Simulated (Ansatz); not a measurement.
Ansatz (a program for electronic structure) input (r2SCAN/def2-TZVPP):

Ansatz 0.2 input:
```yaml
crystal:
  periodic: [false, false, false]
  atoms:
    - {symbol: F, position_ang: [-0.00000000, -0.00000000, -1.07291806]}
    - {symbol: Cl, position_ang: [0.00000000, 0.00000000, 0.56801544]}
basis:
  gaussian:
    orbitals: def2-TZVPP
    final_grid: {core_spheres: 8, valence_spheres: 7, degree: 23}
hamiltonian:
  xc: {name: r2SCAN}
magnetization: {spin_polarized: false}
```

Output:

```
Functional definition: r2SCAN
integrals: 0.01 GiB planned
450 factors; their error is unknown
mean field: 0.11 GiB planned
mean field evaluation 1: about -15236.0397 eV, gradient 2.4e1 eV
mean field evaluation 2: about -15232.3861 eV, gradient 5.3e1 eV
mean field evaluation 4: about -15236.8272 eV, gradient 1.4e0 eV
mean field evaluation 8: about -15236.8189 eV, gradient 2.0e-2 eV
mean field -15236.81889654 eV, -559.9427665609 hartree, gradient 3.8e-5 eV, S^2 0.000000; 0 other end points of the search recorded, 0 dependent functions left out
reference -15236.81890126 eV, -559.9427667345 hartree; 13, 13 occupied and 60, 60 virtual orbitals, 450 factors
Total energy: -15236.81890126 eV, -559.9427667345 hartree
```
